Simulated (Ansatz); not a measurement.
**Rock-salt MgS**

Method: r²SCAN-D4 in Ansatz (plane waves, PAW).

Settings: plane-wave cutoff 500 eV, 14×14×14 k mesh, gaussian smearing 0.02 eV, scalar-relativistic PAW data made under PBE.

Cell (relaxed at this level):

```yaml
crystal:
  lattice:
    - [0.00000, 2.59176, 2.59176]
    - [2.59176, 0.00000, 2.59176]
    - [2.59176, 2.59176, 0.00000]
  atoms:
    - { symbol: Mg, position: [0.00000, 0.00000, 0.00000] }
    - { symbol: S, position: [0.50000, 0.50000, 0.50000] }
```

```yaml
band_gap: 3.49 eV (on the SCF k mesh)
```

Static lattice: no zero-point or thermal effects.

Ansatz is a program for electronic structure.
